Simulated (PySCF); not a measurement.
# SO2F2: from structure and modes to constants

All numbers come from PySCF, PBE, basis S def2-TZVP, O def2-TZVP, F def2-TZVP (no relativity, density fitting).

The singlet minimum has C2v symmetry. Masses (u): S 31.97207, O 15.99492, F 18.99840.

```xyz
5
charge 0 multiplicity 1, angstrom
S     0.0000    0.0000   -0.1900
O     0.0000    1.2657   -0.8448
O     0.0000   -1.2657   -0.8448
F     1.1648    0.0000    0.8713
F    -1.1648    0.0000    0.8713
```

Harmonic wavenumbers (cm⁻¹): 350.1 (a1, ×1), 352.2 (a2, ×1), 493.0 (b2, ×1), 499.2 (b1, ×1), 506.3 (a1, ×1), 775.4 (a1, ×1), 815.1 (b2, ×1), 1216.5 (a1, ×1), 1452.4 (b1, ×1).

(1) Find the principal moments of inertia and the rotational constants. What kind of rotor is it?

(2) What is the harmonic zero-point energy?

Answers

(1) About the centre of mass I = 102.8, 104.08, 104.39 u Å². With B = 16.8576/I this gives 0.164, 0.162, 0.1615 cm⁻¹. The molecule is an asymmetric top with κ = -0.62.

(2) Half the sum of all 9 wavenumbers, 6460/2 = 3230 cm⁻¹, which is 38.6 kJ/mol (1 cm⁻¹ = 0.0119627 kJ/mol).

Only a few start shapes were tried, so a lower isomer may exist.
